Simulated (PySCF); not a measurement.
Methylenesilane, CH4Si.
Numbering: `[CH2:1]=[SiH2:2]` (hydrogens: H3, H4 on C1; H5, H6 on Si2)

Method: PBE0-D3(BJ)/def2-TZVP geometry optimisation, gas phase (PySCF); density fitting, grid level 2; the optimiser is geomeTRIC in internal coordinates, started from a GFN2-xTB structure with every atom displaced at random (about 0.01 Å).

Step 1: E = -8973.9101 eV
```
atom  x, y, z in Å  |  force x, y, z in eV/Å
C1     -0.9189    0.0039    0.1267    0.349  -0.564   0.314
Si2     0.7522   -0.0132   -0.2104   -0.181   0.126   0.152
H3     -1.3728    0.8849    0.5521   -0.278   0.241  -0.294
H4     -1.5070   -0.9136    0.1576    0.065   0.234   0.009
H5      1.5517   -1.2397   -0.4026   -0.047  -0.029  -0.234
H6      1.5185    1.2478   -0.2682    0.092  -0.009   0.052
```

Step 2: E = -8973.9587 eV
```
atom  x, y, z in Å  |  force x, y, z in eV/Å
C1     -0.9017    0.0072    0.1608    0.057  -0.159   0.237
Si2     0.7635   -0.0018   -0.1871   -0.113   0.111   0.053
H3     -1.4411    0.8833    0.5030    0.025   0.063  -0.232
H4     -1.4714   -0.9158    0.1771    0.003   0.001   0.012
H5      1.5179   -1.2470   -0.4425   -0.022   0.017  -0.116
H6      1.5566    1.2442   -0.2560    0.049  -0.034   0.046
```

Step 3: E = -8973.9765 eV
```
atom  x, y, z in Å  |  force x, y, z in eV/Å
C1     -0.8964   -0.0120    0.1878   -0.019   0.074   0.074
Si2     0.7629    0.0076   -0.1651    0.037  -0.101  -0.079
H3     -1.4370    0.8965    0.4244   -0.059  -0.011  -0.002
H4     -1.4679   -0.9322    0.2241   -0.006   0.023  -0.016
H5      1.4922   -1.2349   -0.4936    0.062   0.016   0.007
H6      1.5700    1.2449   -0.2223   -0.013  -0.001   0.016
```

Task: Estimate the geometry and energy of step 4. (The exact step hangs on the optimiser's Hessian estimate; all steps are aligned on step 3, rigid shifts and turns removed.)

Result: E = -8973.9779 eV, largest force 0.078 eV/Å
```
atom  x, y, z in Å  |  force x, y, z in eV/Å
C1     -0.8991   -0.0068    0.1939    0.025  -0.072   0.014
Si2     0.7600   -0.0077   -0.1716    0.015   0.068  -0.031
H3     -1.4423    0.9025    0.4215    0.008   0.009   0.003
H4     -1.4775   -0.9226    0.2297   -0.019   0.006  -0.012
H5      1.5236   -1.2299   -0.5012   -0.036  -0.024   0.023
H6      1.5592    1.2344   -0.2170    0.007   0.013   0.003
```

The energy changes by -0.0014 eV. The first-order estimate −F·Δx gives -0.0055 eV and the mean of the old and new forces, exact on a quadratic surface, -0.0014 eV. The step makes an angle of 51° with the force vector and moves no atom by more than 0.033 Å.

What follows is the cost of the whole optimisation. The run took 21 s wall on one thread of an Arm Neoverse N1, shared host, and the process peaked at 0.39 GiB of memory.
